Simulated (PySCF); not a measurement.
C5H6O.
SMILES with atom numbers: `[CH2:1]=[C:2]=[CH:3][C:4]([CH3:5])=[O:6]` (hydrogens: H7, H8 on C1; H9 on C3; H10, H11, H12 on C5)

The same species was optimised twice, with GFN2-xTB and with PBE0-D3(BJ)/def2-SVP (PySCF), and the same property calculations (PySCF, gas phase) were run on both structures.

```tsv
coordinate	GFN2-xTB	PBE0-D3(BJ)/def2-SVP	change
C3–C4 (Å)	1.477	1.491	+0.014
C1=C2 (Å)	1.291	1.305	+0.014
C2=C3 (Å)	1.304	1.315	+0.011
C4–C5 (Å)	1.509	1.507	-0.002
C4=O6 (Å)	1.209	1.210	+0.001
C3–C4–C5 (°)	115.7	117.9	+2.2
C3–C4–O6 (°)	121.4	119.6	-1.8
C5–C4–O6 (°)	122.9	122.4	-0.5
C2–C3–C4 (°)	124.2	124.6	+0.4
C1–C2–C3 (°)	179.0	179.3	+0.3
C2–C3–C4–C5 (°)	0	0	0
```

Rotational constants: A = 8689, B = 2253, C = 1831 MHz (GFN2-xTB) against A = 8502, B = 2204, C = 1792 MHz (PBE0-D3(BJ)/def2-SVP). Atoms that the bonding makes alike are paired by their places after alignment.

On the GFN2-xTB structure: HOMO (eV) -7.28 [PBE0/pcSseg-1]; LUMO (eV) -1.48 [PBE0/pcSseg-1]; dipole (D) 3.69 [PBE0/pcSseg-1]; GIAO shielding of C1 (ppm) 104.7 [PBE0/pcSseg-1]; GIAO shielding of C2 (ppm) -43.9 [PBE0/pcSseg-1]; GIAO shielding of C3 (ppm) 86.6 [PBE0/pcSseg-1]; GIAO shielding of C4 (ppm) -13.3 [PBE0/pcSseg-1]; GIAO shielding of C5 (ppm) 156.7 [PBE0/pcSseg-1]; GIAO shielding of O6 (ppm) -363.6 [PBE0/pcSseg-1].

Question: What do these properties become on the PBE0-D3(BJ)/def2-SVP structure?

Answer: 
| property | level | on GFN2-xTB | on PBE0-D3(BJ)/def2-SVP | change |
| --- | --- | --- | --- | --- |
| HOMO (eV) | PBE0/pcSseg-1 | -7.28 | -7.30 | -0.02 |
| LUMO (eV) | PBE0/pcSseg-1 | -1.48 | -1.49 | -0.01 |
| dipole (D) | PBE0/pcSseg-1 | 3.69 | 3.62 | -0.07 |
| energy, GFN2-xTB geometry as zero (kcal/mol) | PBE0/pcSseg-1 | 0.0 | -0.6 | -0.6 |
| GIAO shielding of C1 (ppm) | PBE0/pcSseg-1 | 104.7 | 101.3 | -3.4 |
| GIAO shielding of C2 (ppm) | PBE0/pcSseg-1 | -43.9 | -47.3 | -3.4 |
| GIAO shielding of C3 (ppm) | PBE0/pcSseg-1 | 86.6 | 83.2 | -3.4 |
| GIAO shielding of C4 (ppm) | PBE0/pcSseg-1 | -13.3 | -13.9 | -0.6 |
| GIAO shielding of C5 (ppm) | PBE0/pcSseg-1 | 156.7 | 155.6 | -1.1 |
| GIAO shielding of O6 (ppm) | PBE0/pcSseg-1 | -363.6 | -370.4 | -6.8 |

The heavy atoms differ by 0.034 Å rms after alignment. Among bonds between heavy atoms C1=C2 and C3–C4 change most and about equally (+0.014 Å). Changes are differences of the printed values. Neither structure is proved a minimum here.

Shape of the structure used: `[CH2:1]=[C:2]=[CH:3][C:4]([CH3:5])=[O:6]`: C2–C3–C4–C5 0°.
